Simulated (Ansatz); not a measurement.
**One shape, several levels: SiPH4 (SMILES [SiH2]P)**

Wanted: a comparison of 6 runs (UHF/STO-3G, UBLYP/STO-3G, UPBE/STO-3G, RPA@PBE/STO-3G, UMP2/STO-3G, UCCSD(T)/STO-3G) of SiPH4. 

Program for the calculation: Ansatz 0.2.0.

47 further runs of the same task are left out: 47 set aside as unsound or not needed.

## (1) The system as given

SiPH4: 6 atoms, total charge 0, spin state doublet. SMILES: `[SiH2]P`. The H3–Si1 distance was set to 2.200 Å, away from the relaxed value. At this shape a bond of the SMILES string is far longer than usual.

Bond lengths: Si1–P2 2.220 Å, Si1–H4 1.466 Å, P2–H5 1.384 Å, P2–H6 1.384 Å. Angles: Si1–P2–H5 96.4°, Si1–P2–H6 96.4°, P2–Si1–H4 109.7°, H5–P2–H6 92.6°. A long bond or contact: Si1–H3 2.200 Å.

## (2) A single-point energy at UHF/STO-3G (run 1)

Input file molecule.yaml:

```yaml
crystal:
  periodic: [false, false, false]
  atoms:
    - symbol: Si
      position_ang: [0.340854, -0.616805, -0.700990]
    - symbol: P
      position_ang: [-0.124836, 1.539315, -0.454110]
    - symbol: H
      position_ang: [-0.300620, -1.724700, 1.087920]
    - symbol: H
      position_ang: [-0.365426, -1.144995, -1.872630]
    - symbol: H
      position_ang: [0.648514, 1.986465, -1.511630]
    - symbol: H
      position_ang: [0.870684, 1.807295, 0.469800]
basis:
  gaussian:
    orbitals: STO-3G
hamiltonian:
  xc: hf
accuracy: high
magnetization:
  spin_polarized: true
  initial_magnetization: 1
```

On the command line:

```bash
ansatz run molecule.yaml --threads 1 --pin off --max-ram 2610MiB --events-out events.jsonl --progress --plain --runs-dir runs
```

The program printed:

```text
Warning: RAYON_NUM_THREADS=1 ignored (pool sized by the plan → 1); use --threads N
Functional definition: HF
  name "HF"
  exchange = exact_x
  correlation = 0
390 factors; integrals over basis functions are off by at most 2.6e-9 eV
mean field evaluation 1: about -16995.9851 eV, gradient 9.4e0 eV
mean field evaluation 2: about -16996.0178 eV, gradient 9.3e0 eV
mean field evaluation 4: about -16997.7202 eV, gradient 2.0e0 eV
mean field evaluation 8: about -16998.2047 eV, gradient 1.3e0 eV
mean field evaluation 16: about -16998.2538 eV, gradient 2.1e-6 eV
mean field evaluation 32: about -16997.8981 eV, gradient 2.1e0 eV
mean field -16998.25380744 eV, -624.6743055931 hartree, gradient 3.5e-8 eV, S^2 1.076438; 1 other end points of the search recorded, 0 dependent functions left out
reference -16998.25380744 eV, -624.6743055931 hartree; 17, 16 occupied and 5, 6 virtual orbitals, 390 factors
Total energy: -16998.25380744 eV, -624.6743055931 hartree
```

Wall time 0.2 s (1 thread of AMD EPYC 9R14 (Zen 4), shared host).

## (3) A single-point energy at UBLYP/STO-3G (run 2)

Input file job.yaml:

```yaml
crystal:
  periodic: [false, false, false]
  atoms:
    - symbol: Si
      position_ang: [0.340854, -0.616805, -0.700990]
    - symbol: P
      position_ang: [-0.124836, 1.539315, -0.454110]
    - symbol: H
      position_ang: [-0.300620, -1.724700, 1.087920]
    - symbol: H
      position_ang: [-0.365426, -1.144995, -1.872630]
    - symbol: H
      position_ang: [0.648514, 1.986465, -1.511630]
    - symbol: H
      position_ang: [0.870684, 1.807295, 0.469800]
basis:
  gaussian: {orbitals: STO-3G}
magnetization: {spin_polarized: true, initial_magnetization: 1}
hamiltonian: {xc: {name: BLYP}}
accuracy: high
```

On the command line:

```bash
ansatz run job.yaml --threads 1 --pin off --max-ram 2610MiB --events-out events.jsonl --progress --plain --runs-dir runs
```

The program printed:

```text
Warning: RAYON_NUM_THREADS=1 ignored (pool sized by the plan → 1); use --threads N
Functional definition: BLYP
  name "BLYP"
  parameter beta = 0.0042
  parameter a = 0.04918
  parameter b = 0.132
  parameter c = 0.2533
  parameter d = 0.349
  exchange = b88_x(beta = beta)
  correlation = lyp_c(a = a, b = b, c = c, d = d)
390 factors; integrals over basis functions are off by at most 2.6e-9 eV
mean field evaluation 1: about -17025.4610 eV, gradient 1.6e1 eV
mean field evaluation 2: about -17018.5245 eV, gradient 2.1e1 eV
mean field evaluation 4: about -17028.3879 eV, gradient 2.2e0 eV
mean field evaluation 8: about -17028.3769 eV, gradient 1.2e-1 eV
mean field evaluation 16: about -17028.3777 eV, gradient 3.2e-5 eV
mean field -17028.37769171 eV, -625.7813379213 hartree, gradient 8.8e-8 eV, S^2 0.755671; 0 other end points of the search recorded, 0 dependent functions left out
reference -17028.37773171 eV, -625.7813393913 hartree; 17, 16 occupied and 5, 6 virtual orbitals, 390 factors
Total energy: -17028.37773171 eV, -625.7813393913 hartree
```

Run time: 1.4 s. Hardware: 1 thread of AMD EPYC 9R14 (Zen 4), shared host; peak memory 0.15 GiB.

Runs 3 to 5 aren't shown in full; the table further down has their settings and results.

## (4) The energy at UCCSD(T)/STO-3G (run 6)

Input file in.yaml:

```yaml
basis:
  gaussian:
    orbitals: STO-3G
crystal:
  periodic: [false, false, false]
  atoms:
    - {symbol: Si, position_ang: [0.340854, -0.616805, -0.700990]}
    - {symbol: P, position_ang: [-0.124836, 1.539315, -0.454110]}
    - {symbol: H, position_ang: [-0.300620, -1.724700, 1.087920]}
    - {symbol: H, position_ang: [-0.365426, -1.144995, -1.872630]}
    - {symbol: H, position_ang: [0.648514, 1.986465, -1.511630]}
    - {symbol: H, position_ang: [0.870684, 1.807295, 0.469800]}
magnetization:
  spin_polarized: true
  initial_magnetization: 1
correlation:
  method: ccsd_t
  frozen_orbitals: {H: 0, P: 5, Si: 5}
accuracy: high
scf:
  omitted_lower_state_checks: [cluster_reference, increment]
```

On the command line:

```bash
ansatz run in.yaml --threads 1 --pin off --max-ram 2610MiB --events-out events.jsonl --progress --plain --runs-dir runs
```

The program printed:

```text
Warning: RAYON_NUM_THREADS=1 ignored (pool sized by the plan → 1); use --threads N
[... 13 lines left out ...]
10 core orbitals not correlated: weight in the atoms' cores, before any rotation towards them, 1.000 or more for the frozen orbitals, at most 0.000 for the correlated occupied ones
[... 33 lines left out ...]
Total energy: -17001.37615167 eV, -624.7890496274 hartree
Checks for a lower state left out: cluster_reference, increment
```

Run time: 0.3 s. Hardware: 1 thread of AMD EPYC 9R14 (Zen 4), shared host.

## (5) All runs side by side

```
run            level  frozen core orbitals  energy (Eh)   ⟨S²⟩  wall time
  1       UHF/STO-3G                     –  -624.674306  1.076      0.2 s
  2     UBLYP/STO-3G                     –  -625.781339  0.756      1.4 s
  3      UPBE/STO-3G                     –  -625.516831  0.753      1.5 s
  4   RPA@PBE/STO-3G                    10  -624.842449  0.753      1.9 s
  5      UMP2/STO-3G                    10  -624.735512  1.076     0.22 s
  6  UCCSD(T)/STO-3G                    10  -624.789050  1.076      0.3 s
```

## (6) What came out

| quantity | value |
| --- | --- |
| run 6: total energy | -624.78905 Eh |
| run 6: correlation energy (10 core orbitals frozen) | -114.7 mEh |
| run 6: (T) correction | -1.61 mEh |
| run 6: ⟨S²⟩ of the reference determinant | 1.076 |
| run 6: T1 diagnostic | 0.069 |

What this shows: Below the UHF energy at the same shape and in the same basis (STO-3G): UMP2 -61.2 mEh; UCCSD(T) -114.7 mEh. Totals of different functionals can't be ranked against each other. In runs 1, 2, 3, 4, 5, 6 the basis is minimal, so the values are rough. Spin contamination of the reference: run 1 ⟨S²⟩ = 1.08, run 5 ⟨S²⟩ = 1.08, run 6 ⟨S²⟩ = 1.08. All runs together took 5.6 s, the longest 1.9 s.
